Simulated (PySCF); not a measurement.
CH₃NO, SMILES O=CN.

Coordinates come from a PBE0-D3(BJ)/def2-TZVP optimisation. One conformer was computed; it need not be the lowest.

These are PBE0/def2-TZVPD (PySCF) values and carry that method's errors.

Symmetry labels are those of the subgroup Cs that the program uses (full group Cs).

Computed valence orbital energies around the gap with their symmetry:
| orbital | symmetry | energy (eV) |
|---|---|---|
| HOMO−7 | A' | -25.77 |
| HOMO−6 | A' | -17.79 |
| HOMO−5 | A' | -15.88 |
| HOMO−4 | A' | -13.74 |
| HOMO−3 | A' | -11.94 |
| HOMO−2 | A" | -11.77 |
| HOMO−1 | A" | -8.17 |
| HOMO | A' | -7.66 |
| LUMO | A' | 0.15 |
| LUMO+1 | A" | 0.39 |
| LUMO+2 | A' | 0.96 |
| LUMO+3 | A' | 1.67 |
